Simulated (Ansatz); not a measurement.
C4H8O (`CC1COC1`), charge 0, multiplicity 1.

**Question.** Give a relaxed structure at PBE0-D4/def2-TZVP (the Gaussian-basis code of Ansatz). (An estimate is asked.)

**Answer.** The calculation gave: 
Z-matrix (Å, degrees):
```
C
C 1 1.508
H 1 1.094 2 110.9
H 1 1.093 2 111.3 3 120.1
H 1 1.093 2 111.3 3 -120.0
C 2 1.534 1 118.3 3 -49.2
C 2 1.534 1 118.3 3 49.5
H 2 1.092 1 110.6 3 -179.9
O 6 1.433 2 91.9 1 126.1
H 6 1.094 2 117.2 1 -117.8
H 6 1.098 2 114.0 1 11.4
H 7 1.098 2 114.0 1 -11.4
H 7 1.094 2 117.2 1 117.8
```
Point group Cs.
This is one stationary point; other conformers may exist.
